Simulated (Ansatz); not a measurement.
in.yaml

```yaml
crystal:
  periodic: [false, false, false]
  atoms:
    - {symbol: As, position_ang: [0.000125, -0.340937, 1.039309]}
    - {symbol: Se, position_ang: [0.000072, -0.273218, -4.743295]}
    - {symbol: H, position_ang: [0.000058, 1.173156, 1.129363]}
    - {symbol: H, position_ang: [-0.000256, -0.559002, 2.574623]}
basis:
  gaussian: {orbitals: cc-pVDZ}
magnetization: {spin_polarized: false, initial_magnetization: 3}
correlation: {method: fic_mrcisd_q, electrons: outside_noble_gas, active_space: {window: {electrons: 13, orbitals: 10}, shells: [{species: As, l: s, shell: 4}, {species: As, l: p, shell: 4}, {species: H, l: s, shell: 1}, {species: Se, l: s, shell: 4}, {species: Se, l: p, shell: 4}]}}
```

```sh
$ ansatz run in.yaml --threads 1 --pin off --events-out ev --progress --plain --max-ram 2393MiB
```

The program prints:

```
1209 factors; integrals over basis functions are off by at most 2.3e-7 eV
mean field evaluation 1: about -126127.1031 eV, gradient 7.7e0 eV
mean field evaluation 2: about -126127.1127 eV, gradient 7.8e0 eV
mean field evaluation 4: about -126127.4916 eV, gradient 6.3e-1 eV
mean field evaluation 8: about -126127.4942 eV, gradient 3.6e-4 eV
mean field evaluation 16: about -126127.4944 eV, gradient 7.9e-3 eV
mean field evaluation 32: about -126127.4963 eV, gradient 2.8e-6 eV
mean field evaluation 64: about -126127.4934 eV, gradient 3.7e-2 eV
mean field evaluation 96: about -126127.4961 eV, gradient 4.0e-2 eV
mean field -126127.49631522 eV, -4635.0999972966 hartree, gradient 2.8e-6 eV, S^2 3.750000; 9 other end points of the search recorded, 0 dependent functions left out
reference -126127.49631522 eV, -4635.0999972966 hartree; 36, 33 occupied and 28, 31 virtual orbitals, 1209 factors
state -126128.50293260 eV, -4635.1369898030 hartree
contracted CI cycle   1: correlation 0.00000000 eV, 0.0000000000 hartree, residual 1.60e1 eV
contracted CI cycle   2: correlation -4.47300059 eV, -0.1643797398 hartree, residual 2.76e0 eV
contracted CI cycle   3: correlation -4.60938612 eV, -0.1693918156 hartree, residual 4.65e-1 eV
contracted CI cycle   4: correlation -4.61302797 eV, -0.1695256510 hartree, residual 1.17e-1 eV
contracted CI cycle   5: correlation -4.61325891 eV, -0.1695341380 hartree, residual 2.22e-2 eV
contracted CI cycle   6: correlation -4.61326705 eV, -0.1695344372 hartree, residual 4.80e-3 eV
contracted CI cycle   7: correlation -4.61326743 eV, -0.1695344510 hartree, residual 1.03e-3 eV
contracted CI cycle   8: correlation -4.61326745 eV, -0.1695344517 hartree, residual 2.17e-4 eV
state -126128.50293260 eV, -4635.1369898030 hartree; corrected -126133.52804068 eV, -4635.3216591191 hartree
Total energy: -126133.52804068 eV, -4635.3216591191 hartree
Checks for a lower state left out: starts, orbital_swaps
```

Ran on 1 thread of Arm Neoverse V2, shared host: 27 s wall, 0.82 GiB peak host memory.
